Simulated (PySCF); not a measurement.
# C₂H₃FN−, a complex of two parts: interaction energy

The task here is to estimate one member of a computed series from the others.

Computed with PySCF 2.14.0; each step states its level. No surroundings beyond the atoms listed, unless a continuum is named. Atoms count from 0, parts from 1.

### Starting point

7 atoms, charge -1, multiplicity 1; geometry: GFN2-xTB. Parts: 1 = atoms 0–5, `CC#N`, charge 0; 2 = atom 6, `[F-]`, charge -1.

The first run:

What the job is given:

```
{"job": {"xc": "PBE0", "basis": "def2-SVPD", "d3": "d3bj", "grid": 2, "kind": "geom", "shake": 0.01}, "charge": -1, "multiplicity": 1, "parts": [{"atoms": "0-5", "charge": 0, "multiplicity": 1}, {"atoms": "6-6", "charge": -1, "multiplicity": 1}]}
C     -0.461271     0.007117     0.006302
C      0.923004     0.000225    -0.010649
N      2.062562    -0.025229    -0.024147
H     -0.860447     1.009157    -0.458017
H     -0.861858    -0.024297     1.012674
H     -0.891140    -0.782346    -0.592924
F     -1.672404     2.222676    -1.022605
```

Started as:

```
$ OMP_NUM_THREADS=1 python cluster_run.py task.json out
```

This one command runs all jobs of the session in turn.

Steps of the session up to this table: Optimising the geometry at PBE0-D3(BJ)/def2-SVPD; Coupled-cluster interaction energy: CCSD(T) and MP2.

One table of the session follows, with a row left open; its other results are not shown here.

It belongs to the step «Coupled-cluster interaction energy: CCSD(T) and MP2». 

```
                 method  interaction energy (kcal/mol)
         HF/aug-cc-pVDZ                         -25.88
        MP2/aug-cc-pVDZ                         -27.08
       CCSD/aug-cc-pVDZ                         -26.09
    CCSD(T)/aug-cc-pVDZ                         -26.71
         HF/aug-cc-pVTZ                         -26.65
        MP2/aug-cc-pVTZ                         -29.40
    SCS-MP2/aug-cc-pVTZ                         -27.20
      MP2, extrapolated                              ?
CCSD(T), limit estimate                         -29.69
```

Q: Estimate the row for MP2, extrapolated from the others.

**Answer.** interaction energy (kcal/mol): -30.05. In the column «interaction energy (kcal/mol)» it is the lowest.

Caveats from the session: The interaction energy leaves out the deformation of the parts, 6.80 kcal/mol (MP2); added to the CCSD(T) estimate it gives a binding of about -22.89 kcal/mol.
